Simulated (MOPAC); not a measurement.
MOPAC input (PM7):

```
PM7 PRECISE GNORM=0.05 LET XYZ UHF MS=0.5 GEO-OK AUX(PRECISION=9) THREADS=1
C4H4N

N    -0.00536348 1    0.01082114 1    1.24195927 1
C     0.00924693 1    1.06740937 1    0.41510040 1
C    -0.01291185 1   -1.06001520 1    0.43354086 1
C     0.01130691 1    0.67035162 1   -0.98668825 1
C    -0.00283558 1   -0.68744301 1   -0.97491892 1
H     0.01804177 1    2.07833538 1    0.79979338 1
H    -0.02510476 1   -2.06408540 1    0.83569978 1
H     0.02192854 1    1.33244179 1   -1.83739377 1
H    -0.00615967 1   -1.36425639 1   -1.81401885 1
```

Output:

```
 *******************************************************************************
 **                                                                           **
 **                              MOPAC v23.2.5                                **
 **                                                                           **
 *******************************************************************************
 ** MOPAC's Digital Object Identifier: https://doi.org/10.5281/zenodo.6511958 **
 **                                                                           **
 ** Please cite the open-source release paper for use of this MOPAC version:  **
 ** J. E. Moussa and J. J. P. Stewart (2026)                                  **
 ** MOPAC: An open-source semiempirical molecular orbital program             **
 ** J. Open Source Softw., 11(119), 8025, https://doi.org/10.21105/joss.08025 **
 *******************************************************************************

                              PM7 CALCULATION RESULTS

 *******************************************************************************
 *  PM7        - The PM7 Hamiltonian to be used
 *  GEO-OK     - OVERRIDE INTERATOMIC DISTANCE AND OTHER SAFETY CHECKS
 *  UHF        - UNRESTRICTED HARTREE-FOCK CALCULATION
 *  MS=        - IN MECI, MAGNETIC COMPONENT OF SPIN =  0.5
 *  LET        - OVERRIDE SOME SAFETY CHECKS
 *  PRECISE    - TIGHTER CRITERIA TO BE USED
 *  XYZ        - CARTESIAN COORDINATE SYSTEM TO BE USED
 *  GNORM      - EXIT WHEN GRADIENT NORM DROPS BELOW 0.050
 *  AUX        - OUTPUT AUXILIARY INFORMATION
 *******************************************************************************
PM7 PRECISE GNORM=0.05 LET XYZ UHF MS=0.5 GEO-OK AUX(PRECISION=9) THREADS=1
 C4H4N

   ATOM   CHEMICAL          X               Y               Z
  NUMBER   SYMBOL      (ANGSTROMS)     (ANGSTROMS)     (ANGSTROMS)

     1       N         -0.00536348  *   0.01082114  *   1.24195927  *
     2       C          0.00924693  *   1.06740937  *   0.41510040  *
     3       C         -0.01291185  *  -1.06001520  *   0.43354086  *
     4       C          0.01130691  *   0.67035162  *  -0.98668825  *
     5       C         -0.00283558  *  -0.68744301  *  -0.97491892  *
     6       H          0.01804177  *   2.07833538  *   0.79979338  *
     7       H         -0.02510476  *  -2.06408540  *   0.83569978  *
     8       H          0.02192854  *   1.33244179  *  -1.83739377  *
     9       H         -0.00615967  *  -1.36425639  *  -1.81401885  *

          CARTESIAN COORDINATES

    NO.       ATOM           X           Y           Z

     1         N         -0.0054      0.0108      1.2420
     2         C          0.0092      1.0674      0.4151
     3         C         -0.0129     -1.0600      0.4335
     4         C          0.0113      0.6704     -0.9867
     5         C         -0.0028     -0.6874     -0.9749
     6         H          0.0180      2.0783      0.7998
     7         H         -0.0251     -2.0641      0.8357
     8         H          0.0219      1.3324     -1.8374
     9         H         -0.0062     -1.3643     -1.8140

 General Reference for PM7:
 "Optimization of Parameters for Semiempirical Methods VI: More Modifications to the
 NDDO Approximations and Re-optimization of Parameters", J. J. P. Stewart, J. Mol. Mod., 1:32, 19 (2013)
 https://link.springer.com/article/10.1007/s00894-012-1667-x

           Empirical Formula: C4 H4 N  =     9 atoms

      MOLECULAR POINT GROUP   :   C2v

          UHF CALCULATION, NO. OF ALPHA ELECTRONS =   13
                           NO. OF BETA  ELECTRONS =   12

          Geometry optimization using EF

          DIAGONAL MATRIX USED AS START HESSIAN

 CYCLE:     1  GRAD.:    85.231 HEAT:  68.73995
 CYCLE:     2  GRAD.:   335.490 HEAT:  95.27228
 CYCLE:     3  GRAD.:   352.827 HEAT:  72.92748
 CYCLE:     4  GRAD.:   358.794 HEAT:  96.18144
 CYCLE:     5  GRAD.:   292.650 HEAT:  90.32505
 CYCLE:     6  GRAD.:   234.057 HEAT:  80.52136
 CYCLE:     7  GRAD.:   478.286 HEAT:  88.70462
 CYCLE:     8  GRAD.:   148.675 HEAT:  72.43559
 CYCLE:     9  GRAD.:   252.008 HEAT:  82.33756
 CYCLE:    10  GRAD.:   134.608 HEAT:  71.88601
 CYCLE:    11  GRAD.:   124.593 HEAT:  71.84567
 CYCLE:    12  GRAD.:    24.874 HEAT:  67.06600
 CYCLE:    13  GRAD.:    30.222 HEAT:  67.20864
 CYCLE:    14  GRAD.:     2.723 HEAT:  66.86816
 CYCLE:    15  GRAD.:     1.796 HEAT:  66.86682
 CYCLE:    16  GRAD.:     1.340 HEAT:  66.86571
 CYCLE:    17  GRAD.:     5.134 HEAT:  66.87477
 CYCLE:    18  GRAD.:     0.775 HEAT:  66.86529
 CYCLE:    19  GRAD.:     5.449 HEAT:  66.87395
 CYCLE:    20  GRAD.:     0.194 HEAT:  66.86521
 CYCLE:    21  GRAD.:     0.406 HEAT:  66.86528
 CYCLE:    22  GRAD.:     0.139 HEAT:  66.86518
 CYCLE:    23  GRAD.:     0.160 HEAT:  66.86519
 CYCLE:    24  GRAD.:     0.042 HEAT:  66.86518

     GRADIENT =  0.04233 IS LESS THAN CUTOFF =  0.05000

 -------------------------------------------------------------------------------
 PM7 PRECISE GNORM=0.05 LET XYZ UHF MS=0.5 GEO-OK AUX(PRECISION=9) THREADS=1
 C4H4N

     GEOMETRY OPTIMISED USING EIGENVECTOR FOLLOWING (EF).
     SCF FIELD WAS ACHIEVED

                              PM7 CALCULATION
                                                       MOPAC v23.2.5 Linux

          FINAL HEAT OF FORMATION =         66.86518 KCAL/MOL =     279.76390 KJ/MOL

          COSMO AREA              =        102.76 SQUARE ANGSTROMS
          COSMO VOLUME            =         88.73 CUBIC ANGSTROMS

          GRADIENT NORM           =          0.04233          =       0.01411 PER ATOM
          IONIZATION POTENTIAL    =          9.889533 EV
          ALPHA SOMO LUMO (EV)    =         -9.890  0.441
          BETA  SOMO LUMO (EV)    =        -10.583 -1.967
          NO. OF ALPHA ELECTRONS  =         13
          NO. OF BETA  ELECTRONS  =         12
          MOLECULAR WEIGHT        =         66.0823         POINT GROUP:  C2v

          MOLECULAR DIMENSIONS (Angstroms)

            Atom       Atom       Distance
            H     9    H     6     4.34235
            H     8    H     7     4.18072
            C     4    H     8     0.00000

          SCF CALCULATIONS        =         25

   ATOM   CHEMICAL          X               Y               Z
  NUMBER   SYMBOL      (ANGSTROMS)     (ANGSTROMS)     (ANGSTROMS)

     1       N         -0.00535853  *   0.01085250  *   1.24090931  *
     2       C          0.00953521  *   1.09787830  *   0.42143230  *
     3       C         -0.01325688  *  -1.09039284  *   0.44029772  *
     4       C          0.01135797  *   0.67199546  *  -0.99440056  *
     5       C         -0.00282080  *  -0.68926524  *  -0.98256017  *
     6       H          0.01836202  *   2.10595633  *   0.79216996  *
     7       H         -0.02536061  *  -2.09178126  *   0.82854155  *
     8       H          0.02200820  *   1.34569853  *  -1.82425797  *
     9       H         -0.00635354  *  -1.37725445  *  -1.80064066  *

                             CARTESIAN COORDINATES

   1    N       -0.005358529     0.010852502     1.240909314
   2    C        0.009535209     1.097878297     0.421432300
   3    C       -0.013256885    -1.090392837     0.440297717
   4    C        0.011357970     0.671995459    -0.994400556
   5    C       -0.002820798    -0.689265242    -0.982560166
   6    H        0.018362022     2.105956333     0.792169958
   7    H       -0.025360614    -2.091781258     0.828541554
   8    H        0.022008195     1.345698531    -1.824257968
   9    H       -0.006353542    -1.377254452    -1.800640663

           Empirical Formula: C4 H4 N  =     9 atoms

      MOLECULAR POINT GROUP   :   C2v

          ALPHA EIGENVALUES
 -36.17688 -27.32795 -24.85323 -20.07307 -19.91852 -17.84673 -14.67697 -14.63503
 -14.21857 -13.53442 -10.91325 -10.35834  -9.88953   0.44059   0.79614   2.99464
   3.53361   3.99107   4.67388   5.26544   5.34652   5.62524   5.65391   5.78144

           BETA EIGENVALUES
 -36.45856 -27.36750 -24.58824 -19.94996 -19.85629 -17.81279 -14.58037 -14.16934
 -13.84953 -13.36136 -11.11084 -10.58311  -1.96712   1.23552   1.53399   3.10774
   3.66879   4.05219   4.74274   5.32986   5.42881   5.68170   5.70221   5.84967

              NET ATOMIC CHARGES AND DIPOLE CONTRIBUTIONS

  ATOM NO.   TYPE          CHARGE      No. of ELECS.   s-Pop       p-Pop
    1          N          -0.402606        5.4026     1.76648     3.63612
    2          C           0.075741        3.9243     1.13319     2.79107
    3          C           0.075780        3.9242     1.13319     2.79103
    4          C          -0.212354        4.2124     1.10360     3.10875
    5          C          -0.212559        4.2126     1.10354     3.10902
    6          H           0.170204        0.8298     0.82980
    7          H           0.170191        0.8298     0.82981
    8          H           0.167796        0.8322     0.83220
    9          H           0.167807        0.8322     0.83219
 DIPOLE           X         Y         Z       TOTAL
 POINT-CHG.     0.007    -0.014    -1.665     1.665
 HYBRID         0.003    -0.006    -0.640     0.640
 SUM            0.010    -0.019    -2.305     2.305

          ATOMIC ORBITAL ELECTRON POPULATIONS

     Atom    s        px        py        pz
    1  N   1.76648   1.20068   1.06629   1.36915
    2  C   1.13319   0.86511   1.00775   0.91821
    3  C   1.13319   0.86511   1.00536   0.92057
    4  C   1.10360   1.03445   1.02970   1.04460
    5  C   1.10354   1.03467   1.03122   1.04313
    6  H   0.82980
    7  H   0.82981
    8  H   0.83220
    9  H   0.83219

                    (SZ)    =    0.500000
                    (S**2)  =    0.805482

          ATOMIC ORBITAL SPIN POPULATIONS

    Atom   Total    s     px     py     pz
         Atomic
    1  N -0.2753 -0.004 -0.224 -0.027 -0.021
    2  C  0.5906  0.016  0.534  0.022  0.019
    3  C  0.5911  0.016  0.534  0.022  0.019
    4  C  0.0660 -0.001  0.078 -0.002 -0.009
    5  C  0.0647 -0.001  0.077 -0.002 -0.009
    6  H -0.0164 -0.016
    7  H -0.0164 -0.016
    8  H -0.0022 -0.002
    9  H -0.0021 -0.002

 **********************
 *                    *
 * JOB ENDED NORMALLY *
 *                    *
 **********************

 == MOPAC DONE ==
```
